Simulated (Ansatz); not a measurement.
# CH₂BN (SMILES B1=CN1): single points off equilibrium

One table from this session's results is given with a row withheld; the runs are named, their logs left out.

Method: single points in def2-TZVPP; program: Ansatz 0.2.0, Gaussian basis.

Correlated methods freeze the cores.

## Starting geometry

SMILES `B1=CN1`, 5 atoms, charge 0, spin multiplicity 1.

Atoms are counted from 1 here; the program's logs count them from 0.

Bond lengths: B1–C2 1.525 Å, B1–N3 1.701 Å, C2–N3 1.064 Å, C2–H4 1.030 Å, N3–H5 0.882 Å. Angles: C2–B1–N3 38.0°, B1–C2–N3 79.9°, B1–C2–H4 159.2°, N3–C2–H4 113.9°, B1–N3–C2 62.0°, B1–N3–H5 142.6°, C2–N3–H5 154.0°.

As a file:

```xyz
5
charge 0, multiplicity 1
B    -0.8090    1.2117   -0.4109
C    -0.5026   -0.2261   -0.0040
N     0.4662    0.2044    0.0903
H    -0.5005   -1.2557   -0.0335
H     1.3034    0.2195    0.3672
```

Set-up of the first run:

File run/in.yaml:

```yaml
crystal:
  periodic: [false, false, false]
  atoms:
    - {symbol: B, position_ang: [-0.809000, 1.211700, -0.410900]}
    - {symbol: C, position_ang: [-0.502600, -0.226100, -0.004000]}
    - {symbol: N, position_ang: [0.466200, 0.204400, 0.090300]}
    - {symbol: H, position_ang: [-0.500500, -1.255700, -0.033500]}
    - {symbol: H, position_ang: [1.303400, 0.219500, 0.367200]}
basis:
  gaussian: {orbitals: def2-TZVPP}
correlation: {method: ccsd_t}
output: {forces: true}
```

The command line of these runs was not kept.

Steps of the session up to this table: CCSD(T)/def2-TZVPP; PBE0-D4/def2-TZVPP; wB97M-V/def2-TZVPP; r2SCAN-D4/def2-TZVPP; PBE-D4/def2-TZVPP; CAM-B3LYP-D4/def2-TZVPP; wB97X-V/def2-TZVPP.

One of the session's tables, all rows but one given; the rest of the session is left out.

| method | RMS force component (eV/Å) | angle to CCSD(T) forces (°) | dipole (D) |
| --- | --- | --- | --- |
| CCSD(T) | 9.077 | reference | 5.03 |
| PBE0-D4 | ? | ? | ? |
| wB97M-V | 8.786 | 1.1 | 5.14 |
| r2SCAN-D4 | 8.726 | 1.2 | 5.29 |
| PBE-D4 | 8.880 | 1.6 | 5.21 |
| CAM-B3LYP-D4 | 8.590 | 1.8 | 5.20 |
| wB97X-V | 8.898 | 1.2 | 5.24 |

Q: Estimate the row for PBE0-D4 from the others.

As computed: RMS force component (eV/Å): 8.717; angle to CCSD(T) forces (°): 1.4; dipole (D): 5.20. In the column «RMS force component (eV/Å)» it lies between CAM-B3LYP-D4 (8.590) and r2SCAN-D4 (8.726).
